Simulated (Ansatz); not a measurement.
Rock-salt MgS was calculated with LDA (PAW; Ansatz, an electronic-structure program).

Settings: plane-wave cutoff 520 eV, 12×12×12 k mesh, perturbation theory, scalar-relativistic PAW data made under PBE.

The cell has the measured lattice: a = 5.2033 Å, b = 5.2033 Å, c = 5.2033 Å, α = 90.00°, β = 90.00°, γ = 90.00°.

Question: Predict the zone-centre LO phonon frequency, high-frequency dielectric constant, zone-centre TO phonon frequency and Born effective charge (magnitude).

Answer: 
zone-centre LO phonon frequency: 385 cm⁻¹
high-frequency dielectric constant: 5.59
zone-centre TO phonon frequency: 222 cm⁻¹
Born effective charge (magnitude): 2.34 e

Measured, for comparison: zone-centre TO phonon frequency 240 cm⁻¹ (temperature not stated, no zero-point or thermal correction; as tabulated in Chmeruk and Núñez-Valdez (2023), arXiv:2212.11645). Computed (rounded) less measured: zone-centre TO phonon frequency -8 %.

Note: the cell isn't this level's own, so it is under some stress, which shifts stiffness and frequencies.
